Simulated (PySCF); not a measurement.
## Calculated properties of `[CH2]C#CC#N` (para-CH2CCCN radical)

Para-CH2CCCN radical, C4H2N (doublet state).
Structure used (PBE0-D3(BJ)/def2-SVP), in Å, numbered top down from 1:
```
atom  x, y, z in Å
C1    -1.414   -0.600    0.852
C2    -0.287   -0.123    0.270
C3     0.745    0.315   -0.264
C4     1.875    0.797   -0.849
N5     2.845    1.213   -1.351
H6    -2.368   -0.589    0.319
H7    -1.389   -1.003    1.868
```

From PBE0-D3(BJ)/def2-SVP geometry optimisation, gas phase (PySCF):

| Quantity | Value |
| --- | --- |
| Point group | C2v |
| Rotational constants A, B, C | 283.824, 2.185, 2.168 GHz |
| Dipole moment | 4.46 D |

**UKS B3LYP, IGLO-III on C N, pcH-1 on H, non-relativistic, mean-field spin-orbit, GIAO (PySCF)**

| Item | Value |
| --- | --- |
| Isotropic g value | 2.00304 |
| Principal g values | 2.00226, 2.00333, 2.00353 |
| Spin squared ⟨S²⟩ | 0.782 |
| Largest Mulliken spin population | 0.72 on C1 |
| Largest isotropic hyperfine couplings (means over sets of like nuclei) | 13C -63.9 (C2), 13C +56.7 (C1), 1H -51.4 (H6/H7), 13C +45.2 (C3), 13C -43.3 (C4) MHz |

Monoisotopic mass (most abundant isotopes): 64.0187 u.

g_iso is shifted by about +720 ppm from the free-electron value 2.002319; the principal values span 0.0013. Point group C2v permits a dipole; with 4.46 D the species has a pure rotational spectrum. The dipole equals about 14.9 × 10⁻³⁰ C·m (1 D = 3.33564 × 10⁻³⁰ C·m). ⟨S²⟩ is 0.032 above the pure-spin value S(S + 1) = 0.75. With B = h/(8π²I), that is 505.379 GHz u Å² over I, the principal moments of inertia are 1.78, 231.3 and 233.1 u Å² (most abundant isotopes).

